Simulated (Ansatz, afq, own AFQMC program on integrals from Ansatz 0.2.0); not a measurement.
## WSiH₂⁺, sextet in def2-SVP, levels against CCSDT(Q)

```yaml
atoms:
  - { symbol: W, position_ang: [0.0000, 0.0000, 3.7683] }
  - { symbol: Si, position_ang: [0.0000, 0.0000, -0.6927] }
  - { symbol: H, position_ang: [0.0000, -1.2203, -1.5377] }
  - { symbol: H, position_ang: [0.0000, 1.2203, -1.5377] }
```

Connectivity, by distances: W ··· SiH2.

Basis def2-SVP with its core potentials. Noble-gas cores (and the filled d shells of Ga–Kr and In–Xe) are frozen. Ansatz 0.2.0 and our own AFQMC program on the same integrals; the CISD trial comes from CCSD amplitudes, and released means the phaseless constraint is let go. ± is one standard error of the sampling. No spin–orbit coupling. The metal's outer-core s and p shells are frozen, which shifts wave-function levels against functionals.

Determinant: ROHF, the one that the program's search chose, which needn't be the lowest solution. The geometry is a point of a scan.

No full CI on the walks' own integrals is used here; CCSDT(Q) serves as the reference and is uncertain by about the last step of the cluster series.

Cautions: no spin-orbit coupling; outer-core shells of the metal frozen; lower spins were not checked; higher spins were not checked; a spin-contaminated unrestricted determinant lies lower (UHF 175 meV lower, ⟨S²⟩ 9.05); the released energies move by 1.5 errors or more from one time to the next, so no released level is given (meV from the phaseless value at times in 1/Eh: -8 ± 3 at 0.60, -12 ± 5 at 1.20, -20 ± 4 at 2.00, -5 ± 5 at 3.00, -10 ± 5 at 4.20), though the last usable value meets CCSDT(Q) within the noise; CCSDT(Q) on the UHF determinant differs (112 meV lower), perhaps since the unrestricted series falls towards higher spin.

The T1 diagnostic is 0.0301, the weight of the determinant in the CISD state is 0.884 and the size of the correlated space is 11 electrons in 51 orbitals.

Reference: CCSDT(Q), correlation energy -4.268 eV.

```csv
level,E − E(reference) (kcal/mol),share of correlation (%)
HF,98.43,0.00
MP2,23.07,76.56
CCSD,2.40,97.56
CCSD(T),0.62,99.37
CCSDT,0.08,99.91
ph-AFQMC/CISD,0.04 ± 0.08,99.96
```

A walk keeps the symmetry of its determinant, which the program's search chose and which needn't be the lowest solution, so a lower state of the same spin and another symmetry isn't excluded.
